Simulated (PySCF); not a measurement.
Input of a run (CAM-B3LYP/def2-TZVP geometry optimisation, gas phase (PySCF 2.14.0)), started from GFN2-xTB:
```
{"job": {"xc": "CAM-B3LYP", "basis": "def2-TZVP", "grid": 1, "kind": "geom"}, "charge": 0, "multiplicity": 1}
C      0.003175     0.001019    -0.005928
O      1.176539    -0.209213    -0.014559
H     -0.748437    -0.806190     0.003826
H     -0.421043     1.019157    -0.006192
```

Output (energies in Eh, forces in Eh/bohr):
```
step   0  E = -114.50377016  max force = 0.005737
step   1  E = -114.50387641  max force = 0.000748
step   2  E = -114.50387653  max force = 0.000419
step   3  E = -114.50387736  max force = 0.000071
optimisation converged
```

**Question.** Summarise the run.

**Answer.** The energy falls by 0.28 kJ/mol over 4 energy and gradient evaluations, the largest force component goes from 0.0057 to 7.1e-05 Eh/bohr, and the atoms move by 0.010 Å rms after alignment. Among the bonds, C1=O2, C1–H3 and C1–H4 change most and about equally (+0.002 to +0.003 Å). Bonds longer at the end by more than 0.005 Å: 0 of 3; shorter: 0. The energy never rose by more than 1e-6 Eh on the way. The first step brought 99 % of the lowering.

**Question.** What are the final bond lengths?

**Answer.** C1=O2 1.195 Å, C1–H3 1.105 Å, C1–H4 1.105 Å. Numbering counts from 1 in the input's order; the species is formaldehyde (`O=C`).

The run used 74 basis functions and 22 SCF cycles in all. Hardware: an Arm Neoverse N1 with one thread (shared host). Cost: 5.7 s wall, 0.30 GiB resident at most.

CAM-B3LYP/def2-TZVP frequencies: not computed here.
